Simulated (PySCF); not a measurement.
**Molecular orbitals of O₂⁺**

PBE0 at R = 1.101 Å; basis O def2-TZVP; no relativity; PySCF 2.14. State: ²Πg (doublet), unpaired electrons π ↑. Only the outer orbitals are listed.

| spin | orbital | occ. | ε (eV) | main shells (%) |
| --- | --- | --- | --- | --- |
| α | σg | 1 | -51.98 | 76 s, 22 p |
| α | σu | 1 | -34.59 | 88 s, 12 p |
| α | πu | 1 | -29.58 | 98 p |
| α | πu | 1 | -28.41 | 97 p |
| α | σg | 1 | -28.19 | 73 p, 26 s |
| α | πg | 1 | -20.26 | 99 p |
| α | πg | 0 | -16.06 | 99 p |
| β | σg | 1 | -51.21 | 75 s, 23 p |
| β | σu | 1 | -33.23 | 87 s, 13 p |
| β | πu | 1 | -28.04 | 97 p |
| β | σg | 1 | -27.55 | 72 p, 28 s |
| β | πu | 1 | -26.72 | 97 p |
| β | πg | 0 | -15.56 | 100 p |
| β | πg | 0 | -14.12 | 100 p |

Which are the highest filled and the lowest empty level, where do they sit, and how wide is the gap?

Highest filled α πg at -20.26 eV (in %: 99 p); lowest empty α πg at -16.06 eV (in %: 99 p); the gap at PBE0 is 4.20 eV. Both belong to one degenerate shell, split only by its one-sided filling, so this is no excitation gap.

| Property | Result |
| --- | --- |
| bond order (Mayer) | 2.34 |
| ⟨S²⟩ | 0.753 |
| polarisability along the bond | 9.2 bohr³ |
| polarisability across the bond | 4.2 bohr³ |

The state is the lowest determinant that a PBE0 search found; another state may lie lower at other levels.
